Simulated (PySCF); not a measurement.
# BSiH4 (SMILES [BH][SiH3]): levels of theory compared

We compute a comparison of 6 runs (UB2PLYP/STO-6G, USVWN5/STO-6G, UMP2/STO-6G, UCISD/STO-6G, ROCCSD(T)/STO-6G, FCI/STO-6G) of BSiH4. 

Program for the calculation: PySCF 2.14.0.

9 further runs of the same task are left out: 3 that didn't finish, 6 set aside as unsound or not needed.

## 1. The molecule

BSiH4: 6 atoms, total charge 0, spin state doublet. As SMILES, `[BH][SiH3]`. The Si2–H5 distance was set to 4.132 Å, away from the relaxed value. At this shape a bond of the SMILES string is far longer than usual.

Bond lengths: B1–Si2 1.908 Å, B1–H3 1.158 Å, Si2–H4 1.483 Å, Si2–H6 1.476 Å. Angles: B1–Si2–H4 119.8°, B1–Si2–H6 111.7°, Si2–B1–H3 148.3°, H4–Si2–H6 103.4°.

## 2. A single-point energy at UB2PLYP/STO-6G (run 1)

input.py

```python
from pyscf import gto, dft, mp

system = gto.M(
    atom='''
B     -0.252034    -2.133862     2.636020
Si    -1.459264    -0.925382     1.786290
H      0.016346    -3.225042     2.914180
H     -2.702014    -1.442202     1.164410
H      0.392690     1.102720    -1.300860
H     -1.948444     0.104848     2.722960
''',
    charge=0,
    verbose=4,
    max_memory=1860,
    spin=1,
    basis='sto-6g',
)

mf = dft.UKS(system, xc='0.53*HF + 0.47*B88, 0.73*LYP')
mf.grids.level = 5
mf.conv_tol = 1e-10
mf.kernel()
if not mf.converged:
    mf = mf.newton().run(mf.mo_coeff, mf.mo_occ)

pt = mp.MP2(mf, frozen=6).run()
e_tot = mf.e_tot + 0.27 * pt.e_corr
print('PT2 part  %.8f' % (0.27 * pt.e_corr))
print(f'total energy: {e_tot:.8f} hartree')
```

Started as:

```bash
OMP_NUM_THREADS=1 python input.py
```

What it wrote:

```text
PySCF version 2.14.0

[... 57 lines left out ...]
WARN: HOMO -0.0998365776962225 >= LUMO -0.0998365776962217
[... 78 lines left out ...]
converged SCF energy = -315.090904629761  <S^2> = 1.7555668  2S+1 = 2.8323607
[... 1 line left out ...]
******** <class 'pyscf.mp.ump2.UMP2'> ********
nocc = (np.int64(6), np.int64(5)), nmo = (12, 12)
frozen orbitals 6
E(UMP2) = -315.161586125107  E_corr = -0.0706814953464009
E(SCS-UMP2) = -315.170284754869  E_corr = -0.0793801251080244
E_corr(same-spin) = -0.00627423381652695
E_corr(oppo-spin) = -0.064407261529874
PT2 part  -0.01908400
total energy: -315.10998863 hartree
```

It took 8.1 s on 1 thread of Arm Neoverse V1, shared host; peak memory 0.2 GiB.

## 3. The energy at USVWN5/STO-6G (run 2)

input.py

```python
from pyscf import gto, dft

mol = gto.M(
    atom=[
    ('B', (-0.252034, -2.133862, 2.636020)),
    ('Si', (-1.459264, -0.925382, 1.786290)),
    ('H', (0.016346, -3.225042, 2.914180)),
    ('H', (-2.702014, -1.442202, 1.164410)),
    ('H', (0.392690, 1.102720, -1.300860)),
    ('H', (-1.948444, 0.104848, 2.722960)),
],
    max_memory=1860,
    spin=1,
    verbose=4,
    basis='sto-6g',
)

mf = dft.UKS(mol)
mf.xc = 'svwn'
mf.conv_tol = 1e-10
mf.grids.level = 5
mf.kernel()
if not mf.converged:
    mf = mf.newton().run(mf.mo_coeff, mf.mo_occ)

e_tot = mf.e_tot
print('Final energy', e_tot)
```

Started as:

```bash
OMP_NUM_THREADS=1 python input.py
```

What it wrote:

```text
PySCF version 2.14.0

[... 126 lines left out ...]
converged SCF energy = -313.761707416397  <S^2> = 0.75002947  2S+1 = 2.0000295
Final energy -313.7617074163971
```

Wall time 5.1 s (1 thread of Arm Neoverse V1, shared host); peak memory 0.14 GiB.

Run 3 isn't shown in full; the table further down has it.

## 4. A single-point energy at UCISD/STO-6G (run 4)

mol.xyz

```xyz
6
BH4Si
B     -0.252034    -2.133862     2.636020
Si    -1.459264    -0.925382     1.786290
H      0.016346    -3.225042     2.914180
H     -2.702014    -1.442202     1.164410
H      0.392690     1.102720    -1.300860
H     -1.948444     0.104848     2.722960
```

calc.py

```python
from pyscf import gto, scf, ci

mol = gto.M(
    atom='mol.xyz',
    basis='sto-6g',
    max_memory=1860,
    spin=1,
    verbose=4,
)

mf = scf.UHF(mol)
mf.conv_tol = 1e-10
mf.kernel()
if not mf.converged:
    mf = mf.newton().run(mf.mo_coeff, mf.mo_occ)

cisd = ci.CISD(mf, frozen=6)
cisd.kernel()
e_final = cisd.e_tot
print('E(%s) = %.9f' % ('CISD', e_final))
```

Started as:

```bash
OMP_NUM_THREADS=1 python calc.py
```

What it wrote:

```text
PySCF version 2.14.0

[... 114 lines left out ...]
converged SCF energy = -314.570648282288  <S^2> = 1.7609945  2S+1 = 2.8361908
[... 1 line left out ...]
******** <class 'pyscf.ci.ucisd.UCISD'> ********
CISD nocc = (np.int64(6), np.int64(5)), nmo = (12, 12)
frozen orbitals 6
max_cycle = 50
direct = 0
conv_tol = 1e-09
max_cycle = 50
max_space = 12
lindep = 0
nroots = 1
Init t2, MP2 energy = -0.0521496034395355
UCISD converged
E(UCISD) = -314.6471914958789  E_corr = -0.07654321359134307
E(CISD) = -314.647191496
```

Wall time 1 s (1 thread of Arm Neoverse V1, shared host); peak memory 0.1 GiB.

Run 5 isn't shown in full; the table further down has it.

## 5. The energy at FCI/STO-6G (run 6)

start.xyz

```xyz
6

B     -0.252034    -2.133862     2.636020
Si    -1.459264    -0.925382     1.786290
H      0.016346    -3.225042     2.914180
H     -2.702014    -1.442202     1.164410
H      0.392690     1.102720    -1.300860
H     -1.948444     0.104848     2.722960
```

calc.py

```python
from pyscf import gto, mcscf

system = gto.M(
    atom='start.xyz',
    spin=1,
    max_memory=1860,
    basis='sto-6g',
    charge=0,
    verbose=4,
)

mf = system.ROHF()
mf.conv_tol = 1e-10
mf.kernel()
if not mf.converged:
    mf = mf.newton().run(mf.mo_coeff, mf.mo_occ)

cas = mcscf.CASCI(mf, mf.mo_coeff.shape[-1] - 6, (system.nelec[0] - 6, system.nelec[1] - 6))  # full CI above the frozen core
cas.fix_spin_(ss=0.75)
cas.kernel()
e_final = cas.e_tot
print('E = %.10f Eh' % e_final)
```

Started as:

```bash
OMP_NUM_THREADS=1 python calc.py
```

What it wrote:

```text
PySCF version 2.14.0

[... 80 lines left out ...]
converged SCF energy = -314.508185219507
[... 1 line left out ...]
******** <class 'pyscf.mcscf.casci.CASCI'> ********
CAS (6e+5e, 12o), ncore = 6, nvir = 0
natorb = False
canonicalization = True
sorting_mo_energy = False
******** <class 'pyscf.fci.addons.SpinPenaltyFCISolver'> ********
max. cycles = 200
conv_tol = 1e-08
davidson only = True
linear dependence = 1e-12
level shift = 0.001
max iter space = 12
nroots = 1
pspace_size = 400
spin = None
Density matrix diagonal elements [1.97214747 1.97343385 1.95755304 1.95942363 1.70092819 0.99997292
 0.19513598 0.13506043 0.03738156 0.02642449 0.02503283 0.0175056 ]
CASCI converged
CASCI E = -314.662758154206  E(CI) = -19.4414783588191  S^2 = 0.7500000
E = -314.6627581542 Eh
```

It took 69 s on 1 thread of Arm Neoverse V1, shared host; peak memory 0.28 GiB.

## 6. All runs side by side

```csv
run,level,frozen core orbitals,integration grid,energy (Eh),dipole moment (D) of the reference,HOMO energy (eV),LUMO energy (eV),wall time
1,UB2PLYP/STO-6G,6,5,-315.109989,0.94,-4.00,2.17,8.1 s
2,USVWN5/STO-6G,–,5,-313.761707,0.59,-1.46,-0.84,5.1 s
3,UMP2/STO-6G,6,–,-314.622798,0.87,-6.41,5.62,1 s
4,UCISD/STO-6G,6,–,-314.647191,0.87,-6.41,5.62,1 s
5,ROCCSD(T)/STO-6G,6,–,-314.662010,1.47,–,–,1.3 s
6,FCI/STO-6G,6,–,-314.662758,1.47,–,–,69 s
```

## 7. Outcome

```
                                          quantity          value
                               run 6: total energy  -314.66276 Eh
       run 6: dipole moment (Hartree–Fock density)         1.47 D
run 6: correlation energy (6 core orbitals frozen)     -154.6 mEh
```

**Reading.** Against full CI in this basis: UMP2 +40.0 mEh; UCISD +15.6 mEh; ROCCSD(T) +0.7 mEh. Totals of different functionals can't be ranked against each other. In runs 1, 2, 3, 4, 5, 6 the basis is minimal, so the values are rough. Spin contamination of the reference: run 3 ⟨S²⟩ = 1.76, run 4 ⟨S²⟩ = 1.76, run 1 ⟨S²⟩ = 1.76. Where it is this large, the reference is a mixture of spin states, and values that rest on it are in doubt. All runs together took 85 s, the longest 69 s.
